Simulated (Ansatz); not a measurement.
A calculation with Ansatz (development build ahead of 0.2.0).

```yaml
crystal:
  periodic: [false, false, false]
  atoms:
    - { symbol: C, position_ang: [0.12907, 0.14056, 0.28615] }
    - { symbol: O, position_ang: [0.12557, 0.5924, -1.04003] }
    - { symbol: O, position_ang: [-0.25728, -0.79019, 0.69825] }
    - { symbol: H, position_ang: [0.60472, 0.94144, 0.87738] }
basis:
  gaussian: { orbitals: def2-SVP }
magnetization:
  spin_polarized: true
  initial_magnetization: 1
hamiltonian:
  xc: hf
correlation:
  method: mp2
  frozen_orbitals: { C: 1, H: 0, O: 1 }
output:
  forces: true
```

The input is written out in the form of the current development build from the run's settings.

Output:

```json
{
 "Converged": "yes",
 "Reference energy": "-187.96132 hartree",
 "Correlation energy": "-0.43624 hartree",
 "Total energy": "-188.39756 hartree",
 "Spin squared of the determinant": "0.757",
 "Stability test": "minimum"
}
```

Forces (eV/Å):
```csv
atom,Fx,Fy,Fz
C1,4.704,11.898,-5.993
O2,0.001,-0.519,1.333
O3,-5.103,-12.158,4.733
H4,0.398,0.778,-0.074
```
